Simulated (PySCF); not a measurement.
C₅H₆F (doublet state).
Bonds: F1–C2, C2–C3 (double), C3–C4, C4–C5, C5–C6, C3–C6. Hydrogens: H7, H8 on C4; H9, H10 on C5; H11, H12 on C6.

Identity: `F[C]=C1CCC1` [radical].

The calculation used PySCF, UKS B3LYP, pcH-1 on C F H, non-relativistic, mean-field spin-orbit, GIAO. Isolated species at its GFN2-xTB geometry, gas phase. Couplings are sensitive to structure, and on GFN2-xTB geometries they can be far from those on DFT ones. No stability test was run, so a lower SCF solution isn't excluded.

Match the computed a_iso(13C) values +512.6, +70.4, +53.4, +31.9, -2.8 MHz with the sites C2; C3; C4; C5; C6.

| site | a_iso (MHz) | ρ(0) (bohr⁻³) | position | distance from C2 (Å) | spin population | largest \|T\| (MHz) |
| --- | --- | --- | --- | --- | --- | --- |
| C2 | +512.6 | +0.4560 | largest spin population | 0.00 | +0.94 | 129.0 |
| C3 | +70.4 | +0.0626 | 1 bond from C2 | 1.29 | -0.13 | 26.6 |
| C4 | +31.9 | +0.0284 | 2 bonds from C2 | 2.57 | +0.03 | 3.8 |
| C5 | -2.8 | -0.0025 | 3 bonds from C2 | 3.43 | 0.00 | 1.1 |
| C6 | +53.4 | +0.0475 | 2 bonds from C2 | 2.61 | +0.10 | 17.5 |

Match the computed a_iso(1H) values -12.9, -9.2, +1.6 MHz (means over equivalent nuclei) with the sites H7/H8; H9/H10; H11/H12.

```json
{"site": "H7/H8", "a_iso (MHz)": "-9.2", "ρ(0) (bohr⁻³)": "-0.0021", "position": "3 bonds from C2", "distance from C2 (Å)": "3.01", "bound to": "C4", "spin population there": "+0.03", "largest |T| (MHz)": "4.8"}
{"site": "H9/H10", "a_iso (MHz)": "+1.6", "ρ(0) (bohr⁻³)": "+0.0004", "position": "4 bonds from C2", "distance from C2 (Å)": "4.16", "bound to": "C5", "spin population there": "0.00", "largest |T| (MHz)": "1.9"}
{"site": "H11/H12", "a_iso (MHz)": "-12.9", "ρ(0) (bohr⁻³)": "-0.0029", "position": "3 bonds from C2, on C6 of spin population +0.10", "distance from C2 (Å)": "3.04", "bound to": "C6", "spin population there": "+0.10", "largest |T| (MHz)": "5.5"}
```

ρ(0) is the spin density at the nucleus and T the dipolar tensor; entries for several nuclei are means. Largest spin populations (Mulliken): C2 (+0.94), C3 (-0.13), C6 (+0.10) and F1 (+0.08). C2 is the only atom above +0.15.

Examples of negative spin density at the nucleus (bohr⁻³): H11/H12 (-0.0029), C5 (-0.0025) and H7/H8 (-0.0021).
